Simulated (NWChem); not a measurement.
# CH3BO (Borane carbonyl): r2SCAN/def2-TZVP

Aim: the vertical ionisation energy of CH3BO (Borane carbonyl) at r2SCAN/def2-TZVP, from 2 runs. 

Program for the calculation: NWChem 7.3.0.

2 further runs of the same task are left out: 2 that didn't finish.

## (1) The structure to begin with

The species is CH3BO (6 atoms), meant as a singlet with charge 0. As SMILES, `[BH3-]C#[O+]`. The coordinates come from a PBE0-D4/def2-TZVP relaxation.

Bond lengths: B1–C2 1.512 Å, C2–O3 1.127 Å, B1–H4 1.209 Å, B1–H5 1.209 Å, B1–H6 1.209 Å. Angles: B1–C2–O3 179.9°, C2–B1–H4 104.6°, C2–B1–H5 104.5°, C2–B1–H6 104.5°, H4–B1–H5 113.9°, H4–B1–H6 113.9°, H5–B1–H6 113.9°.

## (2) Energy and gradient at r2SCAN/def2-TZVP

work.nw

```
echo
start work
title "CH3BO r2SCAN"
memory stack 880 mb heap 220 mb global 1100 mb
charge 0

geometry units atomic noautosym nocenter noautoz
B     -0.51997704     0.79317475    -0.37777515
C      0.93386486    -1.42802824     0.67888411
O      2.01883221    -3.08240787     1.46703219
H     -2.71580100     0.22999857    -0.09509102
H      0.13141155     0.91674394    -2.56398041
H      0.15166942     2.57048106     0.89093028
end

basis spherical bse
B library def2-TZVP
C library def2-TZVP
O library def2-TZVP
H library def2-TZVP
end

dft
xc r2scan
mult 1
grid fine
convergence energy 1e-08
iterations 100
mulliken
end

task dft gradient
```

Command:

```
$ nwchem work.nw > work.out
```

Log:

```text
[...]
          Wavefunction type:  closed shell.
          No. of atoms     :     6
          No. of electrons :    22
[...]
          Charge           :     0
          Spin multiplicity:     1
[...]
          AO basis - number of functions:   111
[...]
              XC Information
              --------------
                      r^2SCAN Method XC Functional
               r^2SCAN metaGGA Exchange Functional  1.000
                     r^2SCAN Correlation Potential  1.000
[...]
 d= 0,ls=0.0,diis     1   -139.8713915037 -1.97D+02  7.36D-03  6.59D-01     2.3
[...]
 d= 0,ls=0.0,diis    11   -139.9445888835 -1.03D-09  8.93D-08  2.31D-10    18.9
         Total DFT energy =     -139.944588883454
      One electron energy =     -300.863147206142
           Coulomb energy =      123.125010545877
    Exchange-Corr. energy =      -19.036702752966
 Nuclear repulsion energy =       56.830250529776
[...]
      Total Density - Mulliken Population Analysis
     ---------------------------------------------
    Atom       Charge   Shell Charges
 -----------   ------   -------------------------------------------------------
    1 B    5     5.33   0.91  1.06  0.48  0.46  0.06  1.13  1.02  0.15  0.03  0.03  0.00
    2 C    6     5.69   0.86  1.11  0.63  0.60  0.05  1.15  0.98  0.15  0.04  0.09  0.02
    3 O    8     8.04   0.79  1.18  0.63  0.89  0.32  1.87  1.74  0.58  0.01  0.03  0.00
    4 H    1     0.98   0.25  0.51  0.21  0.01
    5 H    1     0.98   0.25  0.51  0.21  0.01
    6 H    1     0.98   0.25  0.51  0.21  0.01
[...]
  wavefunction    = closed shell
                         DFT ENERGY GRADIENTS
    atom               coordinates                        gradient
                 x          y          z           x          y          z
   1 B      -0.519977   0.793175  -0.377775   -0.001688   0.002572  -0.001227
   2 C       0.933865  -1.428028   0.678884    0.008647  -0.013194   0.006285
   3 O       2.018832  -3.082408   1.467032   -0.007568   0.011566  -0.005502
   4 H      -2.715801   0.229999  -0.095091    0.000085  -0.000360   0.000171
   5 H       0.131412   0.916744  -2.563980    0.000257  -0.000331   0.000035
   6 H       0.151669   2.570481   0.890930    0.000267  -0.000254   0.000238
[...]
```

Wall time 29 s (1 thread of Intel Xeon 6975P-C (Granite Rapids), shared host); peak memory 0.12 GiB.

## (3) The doublet cation: a single-point energy at U-r2SCAN/def2-TZVP

mol.nw

```
START mol
memory stack 880 mb heap 220 mb global 1100 mb
charge 1

GEOMETRY units angstroms noautosym nocenter noautoz
  B       -0.275160       0.419730      -0.199910
  C        0.494180      -0.755680       0.359250
  O        1.068320      -1.631140       0.776320
  H       -1.437140       0.121710      -0.050320
  H        0.069540       0.485120      -1.356800
  H        0.080260       1.360240       0.471460
END

BASIS spherical bse
  * library def2-TZVP
END

DFT
  xc r2scan
  mult 2
  grid fine
  convergence energy 1e-08
  maxiter 100
  mulliken
  print low
END

TASK dft energy
```

Command:

```
$ nwchem mol.nw > mol.out
```

Log:

```text
[...]
 d= 0,ls=0.0,diis     1   -139.3044848304 -1.96D+02  7.32D-03  4.86D-01     3.2
[...]
 d= 0,ls=0.5,diis    70   -139.4999840800  2.45D-09  7.17D-07  1.92D-06   173.3
[...]
         Total DFT energy =     -139.499984261096
      One electron energy =     -294.718885269189
           Coulomb energy =      117.097961717600
    Exchange-Corr. energy =      -18.709315311906
 Nuclear repulsion energy =       56.830254602398
[...]
      Total Density - Mulliken Population Analysis
     ---------------------------------------------
    Atom       Charge   Shell Charges
 -----------   ------   -------------------------------------------------------
    1 B    5     5.23   0.92  1.06  0.53  0.52  0.06  1.07  0.94  0.06  0.03  0.03  0.00
    2 C    6     5.63   0.86  1.11  0.62  0.62  0.01  1.17  1.01  0.09  0.04  0.08  0.02
    3 O    8     7.85   0.79  1.17  0.64  0.91  0.31  1.83  1.69  0.45  0.01  0.03  0.00
    4 H    1     0.69   0.21  0.42  0.05  0.01
    5 H    1     0.80   0.24  0.46  0.09  0.01
    6 H    1     0.79   0.23  0.46  0.09  0.01
[...]
      <S2> =      0.7619 (Exact =     0.7500)
[...]
```

Wall time 3 min (1 thread of Intel Xeon 6975P-C (Granite Rapids), shared host); peak memory 0.12 GiB.

## (4) Results

Level: r2SCAN/def2-TZVP.

| quantity | value |
| --- | --- |
| singlet CH3BO: total energy | -139.94459 Eh |
| singlet CH3BO: dipole moment | 1.26 D |
| singlet CH3BO: HOMO energy | -8.61 eV |
| singlet CH3BO: LUMO energy | -2.19 eV |
| singlet CH3BO: HOMO–LUMO gap | 6.41 eV |
| singlet CH3BO: largest force on an atom | 0.873 eV/Å |
| doublet cation: total energy | -139.49998 Eh |
| doublet cation: ⟨S²⟩ | 0.762 |
| vertical ionisation energy (to the doublet cation) | 12.098 eV |

Removing an electron at fixed nuclei costs 12.10 eV (279 kcal/mol). The largest force (singlet CH3BO) is 0.87 eV/Å: the shape isn't a stationary point for this species at this level. −ε(HOMO) before ionisation, 8.61 eV, is 3.49 eV below this ionisation energy. Mulliken charges (singlet CH3BO) run from -0.33 on B1 to +0.31 on C2. Mulliken charges (doublet cation) run from -0.23 on B1 to +0.37 on C2.
